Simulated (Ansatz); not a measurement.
Energy needed to pull apart CH$_{2}$NO (SMILES [N]=CO), doublet, into free ground-state atoms, from the structure below (displaced at random from a GFN2-xTB minimum); no zero-point or spin–orbit terms; open-shell atoms are treated unrestricted, in their ground-state multiplicity.

```xyz
5
angstrom
N -0.8083 -0.3403 1.1335
C -0.3672 -0.2691 0.0518
O 0.6610 0.5538 -0.5255
H -0.6050 -0.9603 -0.8197
H 0.9911 1.1725 0.1321
```

Program: Ansatz 0.2.0. Basis: def2-TZVPP. Cores are frozen in the correlated methods; orbitals are unrestricted.

```
      method  atomization energy (kJ/mol)
      PBE-D4                            ?
   revPBE-D4                         1882
   r2SCAN-D4                         1858
     PBE0-D4                            ?
CAM-B3LYP-D4                         1867
     wB97M-V                         1856
          HF                         1154
         MP2                         1805
        CCSD                         1723
     CCSD(T)                         1767
```

(1) What does PBE0-D4 give? (Judge from chemistry; the value comes from the calculation.)

(2) What does PBE-D4 give? (An estimate is asked for; the value comes from the calculation.)

No T1 diagnostic of these runs exceeds 0.022. ⟨S²⟩ of the unrestricted Hartree–Fock references: 0.80 (a pure state has 0.75). The unrestricted reference is spin-contaminated, which hurts MP2 most.

## Answers

(1) The calculation gives: 1860 kJ/mol, which is about 93 kJ/mol more than CCSD(T)/def2-TZVPP.

(2) The calculation gives: 1951 kJ/mol, which is about 184 kJ/mol more than CCSD(T)/def2-TZVPP.

In triple zeta the MP2 and coupled-cluster atomization energies are still short of their basis limit by a few kcal/mol a bond, whereas those of the functionals are nearly converged, so these differences are not deviations from converged CCSD(T).

For scale, one of the runs: CCSD(T)/def2-TZVPP forces, 121 basis functions (an equivalent command: `ansatz run in.yaml --threads 4`). Hardware: 4 CPU threads, shared host. Wall time 51 s; peak host memory 2.2 GiB.
